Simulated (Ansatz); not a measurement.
in.yaml

```yaml
crystal:
  periodic: [false, false, false]
  atoms:
    - {symbol: P, position_ang: [0.157491, 0.000000, -0.500560]}
    - {symbol: Be, position_ang: [-0.532299, 0.000000, 1.420663]}
    - {symbol: H, position_ang: [-0.080268, 0.000000, 2.679674]}
basis:
  gaussian: {orbitals: 6-31G}
correlation: {method: sc_nevpt2, electrons: outside_noble_gas, active_space: {window: {electrons: 2, orbitals: 2}}}
```

```sh
$ ansatz run in.yaml --threads 1 --pin off --events-out ev --progress --plain --max-ram 2393MiB
```

Problem. Roughly how long does this take on 1 thread of AMD EPYC 7B13, shared host, and how much host memory?

Solution. 0.36 s wall and 0.08 GiB.

```
297 factors; integrals over basis functions are off by at most 2.0e-4 eV
mean field evaluation 1: about -9681.6887 eV, gradient 8.8e0 eV
mean field evaluation 2: about -9681.6884 eV, gradient 8.8e0 eV
mean field evaluation 4: about -9682.2632 eV, gradient 5.1e-1 eV
mean field evaluation 8: about -9682.2689 eV, gradient 5.7e-3 eV
mean field evaluation 16: about -9682.1541 eV, gradient 1.4e-4 eV
mean field evaluation 32: about -9682.2089 eV, gradient 1.4e0 eV
mean field -9682.26890227 eV, -355.8168192808 hartree, gradient 5.8e-6 eV, S^2 0.000000; 6 other end points of the search recorded, 0 dependent functions left out; unrestricted orbitals would lower it
reference -9682.26890227 eV, -355.8168192808 hartree; 10, 10 occupied and 14, 14 virtual orbitals, 297 factors
state -9682.75926733 eV, -355.8348398643 hartree
state -9682.75926733 eV, -355.8348398643 hartree; corrected -9684.10764548 eV, -355.8843918473 hartree
state -9682.61816189 eV, -355.8296543352 hartree
state -9682.61816189 eV, -355.8296543352 hartree; corrected -9683.95088074 eV, -355.8786308496 hartree
state -9682.75926733 eV, -355.8348398643 hartree; corrected -9684.10764548 eV, -355.8843918473 hartree
the orbitals are reached from a further start. From the first start the search ends at -9682.61814687 eV, -355.8296537830 hartree
Total energy: -9684.10764548 eV, -355.8843918473 hartree
```

For the same geometry and basis full CI lies 532.3 meV lower.
